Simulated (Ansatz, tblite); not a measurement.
**PPPAs tetrahedron (AsP₃): which spin state is lowest**

Aim: set other spin states of PPPAs tetrahedron (AsP₃) against its singlet, on many levels of theory.

Computed with Ansatz 0.2.0, Gaussian basis. Level: as each input shows.

Plan: triplet, at the geometry of the singlet (GFN1-xTB, GFN2-xTB, PBE0-D4/def2-TZVP, PBE-D4/def2-TZVP, r2SCAN-D4/def2-TZVP); the singlet's energies come from earlier runs.

## 1. The geometry

The geometry is that of the singlet, from an earlier relaxation (r2SCAN-D4/def2-SVP).

4 atoms, charge 0, spin multiplicity 1.

Bond lengths: P1–P2 2.216 Å, P1–P3 2.216 Å, P1–As4 2.324 Å, P2–P3 2.216 Å, P2–As4 2.324 Å, P3–As4 2.324 Å. Angles: P2–P1–P3 60.0°, P2–P1–As4 61.5°, P3–P1–As4 61.5°, P1–P2–P3 60.0°, P1–P2–As4 61.5°, P3–P2–As4 61.5°, P1–P3–P2 60.0°, P1–P3–As4 61.5°, P2–P3–As4 61.5°, P1–As4–P2 57.0°, P1–As4–P3 57.0°, P2–As4–P3 57.0°.

Geometry (Å):

```mol
AsP3
  3D, bonds by distance, orders not assigned

  4  6  0  0  0  0  0  0  0  0999 V2000
   -0.4262   -0.2246    1.2806 P   0  0
    0.1059   -1.2088   -0.6323 P   0  0
    1.2464    0.5616    0.0578 P   0  0
   -0.9260    0.8718   -0.7061 As  0  0
  1  2  8  0
  1  3  8  0
  1  4  8  0
  2  3  8  0
  2  4  8  0
  3  4  8  0
M  END
```

## 2. Triplet at the fixed geometry, GFN1-xTB

Tight binding, by tblite at 300 K electronic temperature and without a spin-polarisation term:

```python
tblite.interface.Calculator('GFN1-xTB', numbers, positions, charge=0, uhf=2).singlepoint()
```

Energy -275.7629 eV; 0.005 s.

## 3. Triplet at the fixed geometry, GFN2-xTB

Tight binding, by tblite at 300 K electronic temperature and without a spin-polarisation term:

```python
tblite.interface.Calculator('GFN2-xTB', numbers, positions, charge=0, uhf=2).singlepoint()
```

Energy -267.7698 eV; 0.005 s.

## 4. Triplet at the fixed geometry, PBE0-D4/def2-TZVP

File in.yaml:

```yaml
crystal:
  periodic: [false, false, false]
  atoms:
    - {symbol: P, position_ang: [-0.426226, -0.224638, 1.280641]}
    - {symbol: P, position_ang: [0.105888, -1.208764, -0.632305]}
    - {symbol: P, position_ang: [1.246364, 0.561569, 0.057799]}
    - {symbol: As, position_ang: [-0.926016, 0.871833, -0.706145]}
basis:
  gaussian: {orbitals: def2-TZVP}
magnetization: {spin_polarized: true, initial_magnetization: 2}
hamiltonian: {xc: pbe0, dispersion: d4}
scf: {omitted_lower_state_checks: [starts]}
output: {orbitals: {seedname: orbitals}}
```

The run is started by

```console
$ ansatz run in.yaml --threads 4 --pin off --events-out ev --progress --plain --max-ram 3916MiB
```

Standard output:

```text
Functional definition: PBE0
  name "PBE0"
  cite "Adamo & Barone, J. Chem. Phys. 110, 6158 (1999) doi:10.1063/1.478522"
  cite "Perdew, Burke & Ernzerhof, Phys. Rev. Lett. 77, 3865 (1996) doi:10.1103/PhysRevLett.77.3865"
  parent pbe
  parameter a = 0.25
  parameter kappa = 0.804
  parameter beta = 0.06672455060314922
  exchange = (1 - a)*pbe_x(kappa = kappa, mu = beta*pi^2/3) + a*exact_x
  correlation = pbe_c(beta = beta)
these checks for a lower state are left out or cut short: starts
1269 factors; their error is unknown
mean field evaluation 1: about -88685.6572 eV, gradient 1.8e1 eV
mean field evaluation 2: about -88676.2618 eV, gradient 4.3e1 eV
mean field evaluation 4: about -88687.5764 eV, gradient 3.3e0 eV
mean field evaluation 8: about -88687.7491 eV, gradient 9.3e-1 eV
mean field evaluation 16: about -88688.0080 eV, gradient 4.4e-1 eV
mean field -88688.33213026 eV, -3259.2360906764 hartree, gradient 1.0e-5 eV, S^2 2.010824; 0 other end points of the search recorded, 0 dependent functions left out
reference -88688.33215389 eV, -3259.2360915449 hartree; 40, 38 occupied and 119, 121 virtual orbitals, 1269 factors
Total energy: -88688.54104598 eV, -3259.2437681874 hartree
Checks for a lower state left out: starts
```

It took 15 s on 4 threads of Arm Neoverse V1, shared host; peak memory 0.97 GiB.

Report: HOMO -3.37 eV, LUMO -5.15 eV (over both spins; with the spin held, an empty level of the minority spin lies below the top filled one); ⟨S²⟩ 2.011 (pure: 2.00).

## 5. Triplet at the fixed geometry, PBE-D4/def2-TZVP

start.molden holds the orbitals of an earlier run on this state, given as this run's starting guess.

Edit in.yaml of step 4 so:

```diff
@@ -8,5 +8,5 @@
 basis:
-  gaussian: {orbitals: def2-TZVP}
+  gaussian: {orbitals: def2-TZVP, initial_orbitals: start.molden}
 magnetization: {spin_polarized: true, initial_magnetization: 2}
-hamiltonian: {xc: pbe0, dispersion: d4}
+hamiltonian: {xc: pbe, dispersion: d4}
 scf: {omitted_lower_state_checks: [starts]}
```

The command is unchanged.

Standard output:

```text
Functional definition: PBE
  name "PBE"
  cite "Perdew, Burke & Ernzerhof, Phys. Rev. Lett. 77, 3865 (1996) doi:10.1103/PhysRevLett.77.3865"
  parent pbe
  parameter kappa = 0.804
  parameter beta = 0.06672455060314922
  exchange = pbe_x(kappa = kappa, mu = beta*pi^2/3)
  correlation = pbe_c(beta = beta)
these checks for a lower state are left out or cut short: starts
1183 factors; their error is unknown
mean field evaluation 1: about -88684.4766 eV, gradient 9.7e0 eV
mean field evaluation 2: about -88684.5961 eV, gradient 2.0e-1 eV
mean field evaluation 4: about -88684.5912 eV, gradient 3.0e-2 eV
mean field evaluation 8: about -88684.5912 eV, gradient 2.6e-5 eV
mean field -88684.59123598 eV, -3259.0986153473 hartree, gradient 1.5e-6 eV, S^2 2.006730; 0 other end points of the search recorded, 0 dependent functions left out
reference -88684.59126773 eV, -3259.0986165139 hartree; 40, 38 occupied and 119, 121 virtual orbitals, 1183 factors
Total energy: -88684.84155274 eV, -3259.1078143186 hartree
Checks for a lower state left out: starts
```

Wall time 7.5 s (4 threads of Arm Neoverse V1, shared host).

From the report: HOMO -2.41 eV, LUMO -6.00 eV (over both spins; with the spin held, an empty level of the minority spin lies below the top filled one); ⟨S²⟩ 2.007 (pure: 2.00).

## 6. Triplet at the fixed geometry, r2SCAN-D4/def2-TZVP

Edit in.yaml of step 5 so:

```diff
@@ -10,3 +10,3 @@
 magnetization: {spin_polarized: true, initial_magnetization: 2}
-hamiltonian: {xc: pbe, dispersion: d4}
+hamiltonian: {xc: r2scan, dispersion: d4}
 scf: {omitted_lower_state_checks: [starts]}
```

Launched as before.

Standard output:

```text
Functional definition: r2SCAN
  name "r2SCAN"
  cite "Furness, Kaplan, Ning, Perdew & Sun, J. Phys. Chem. Lett. 11, 8208 (2020) doi:10.1021/acs.jpclett.0c02405"
  cite "Furness, Kaplan, Ning, Perdew & Sun, J. Phys. Chem. Lett. 11, 9248 (2020) doi:10.1021/acs.jpclett.0c03077"
  parent r2scan
  parameter k0 = 0.174
  parameter k1 = 0.065
  parameter a1 = 4.9479
  exchange = r2scan_x(k0 = k0, k1 = k1, a1 = a1)
  correlation = r2scan_c
these checks for a lower state are left out or cut short: starts
1183 factors; their error is unknown
mean field evaluation 1: about -88703.8261 eV, gradient 7.0e0 eV
mean field evaluation 2: about -88703.8806 eV, gradient 1.0e-1 eV
mean field evaluation 4: about -88703.8731 eV, gradient 8.1e-3 eV
mean field evaluation 8: about -88703.8731 eV, gradient 2.0e-5 eV
mean field -88703.87308136 eV, -3259.8072100953 hartree, gradient 4.2e-6 eV, S^2 2.014130; 0 other end points of the search recorded, 0 dependent functions left out
reference -88703.87309183 eV, -3259.8072104800 hartree; 40, 38 occupied and 119, 121 virtual orbitals, 1183 factors
Total energy: -88703.91940935 eV, -3259.8089126176 hartree
Checks for a lower state left out: starts
```

It took 19 s on 4 threads of Arm Neoverse V1, shared host.

From the report: HOMO -2.65 eV, LUMO -5.83 eV (over both spins; with the spin held, an empty level of the minority spin lies below the top filled one); ⟨S²⟩ 2.014 (pure: 2.00).

## 7. Triplet less singlet, vertical

The singlet's energies are those of its earlier runs, whose logs aren't repeated here.

| level | triplet less singlet, vertical (kcal/mol) | time |
| --- | --- | --- |
| GFN1-xTB | +77.3 | 0.01 s |
| GFN2-xTB | +76.6 | 0.009 s |
| PBE-D4/def2-TZVP | +96.0 | 8.9 s |
| r2SCAN-D4/def2-TZVP | +95.9 | 23 s |
| PBE0-D4/def2-TZVP | +95.8 | 17 s |

Times add the two runs; a level without a time comes out of a correlated run. Tight binding without a spin term can't rank spin states.

## 8. What came out

| quantity | value |
| --- | --- |
| triplet less singlet, vertical, functionals in def2-TZVP | +95.8 (PBE0-D4) to +96.0 kcal/mol (PBE-D4) |

**Reading.** All functionals put the triplet above the singlet, over a spread of 0.2 kcal/mol. The checks for a lower triplet were left out, so another state of that spin may lie lower. These are electronic energies, without zero-point motion, entropy or surroundings.
